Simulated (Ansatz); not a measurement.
A made-up structure of Si2NH5, closed shell:

```
atom    x (Å)    y (Å)    z (Å)
  N1  -1.0828   0.9771  -0.7511
 Si2   0.1958   0.4817   0.2387
 Si3   1.2250  -1.4897   0.2312
  H4  -1.7336   0.3319  -1.1668
  H5  -1.2569   1.9342  -1.0072
  H6  -1.3768   0.8673   0.2194
  H7   1.6867  -1.5117   1.6603
  H8   0.0877  -2.4681   0.1581
```

It is relaxed with PBE-D4/def2-SVP and then PBE0-D4/def2-TZVP (Ansatz 0.2.0). Atoms count as bonded within 1.22 times the sum of their covalent radii (H–H: 0.88 Å). The end point is not checked to be a true minimum.

Question: Does its bonding change? (A judgement: the text doesn't fix the answer.)

Answer: The calculation gives: Yes. Formed: none; broken: Si2–H6.

Where it ends: The first stage lowers the energy by 2.90 eV in 14 steps. It ends as Si₂NH₅ ([NH3][Si][SiH2]):
N1  (-1.132, 0.818, -0.489)
Si2  (0.577, 1.038, 0.630)
Si3  (0.835, -1.136, 0.544)
H4  (-1.317, -0.155, -0.725)
H5  (-1.050, 1.347, -1.351)
H6  (-1.929, 1.180, 0.024)
H7  (1.913, -1.967, 1.140)
H8  (-0.152, -2.002, -0.189)
(Å)

Labels in which every atom is bracketed show which atoms are joined, not bond orders.

For scale, one of the runs: PBE0-D4/def2-TZVP relaxation, 135 basis functions, launched by `ansatz run in.yaml --threads 2 --pin off --events-out ev --progress --plain --max-ram 4352MiB`. The run took about 18 s on 2 CPU threads of an Arm Neoverse V2 (shared host).
